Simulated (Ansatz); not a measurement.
Rutile SnO₂, treated with rVV10 in Ansatz (PAW).

Run with plane-wave cutoff 520 eV, 8×8×10 k mesh (along the axes of the cell as run), Fermi–Dirac smearing 0.01 eV, scalar-relativistic PAW data made under PBE.

Cell (relaxed at this level):

```
SnO2
1.0
    4.83159     0.00000     0.00000
    0.00000     4.83159     0.00000
    0.00000     0.00000     3.26535
Sn O
2 4
Direct
  0.00000   0.00000   0.00000
  0.50000   0.50000   0.50000
  0.30626   0.30626   0.00000
  0.80626   0.19374   0.50000
  0.19374   0.80626   0.50000
  0.69374   0.69374   0.00000
```

**Question.** Estimate the bulk modulus, band gap and pressure derivative B′ of the bulk modulus that the calculation returns.

**Answer.** 
* **bulk modulus**: 168 GPa
* **band gap**: 0.47 eV
* **pressure derivative B′ of the bulk modulus**: 5.4

Measured, for comparison: band gap 3.81 eV (zero-point renormalisation of 215 meV (computed, non-adiabatic AHC, without the lattice-expansion part) added back here to the 1.8 K gap of; inputs from Miglio et al. (2020), arXiv:2011.12765); bulk modulus 212 GPa (temperature not stated, not corrected to a static lattice, from measured elastic constants; as tabulated in Toher et al. (2017), arXiv:1611.05714). Computed (rounded) less measured: bulk modulus -21 %.

Note: the bulk modulus comes from volumes at which shape and atoms were relaxed.

Spin–orbit coupling is not included.

Computed values are for the static lattice.

Ansatz is a first-principles code.
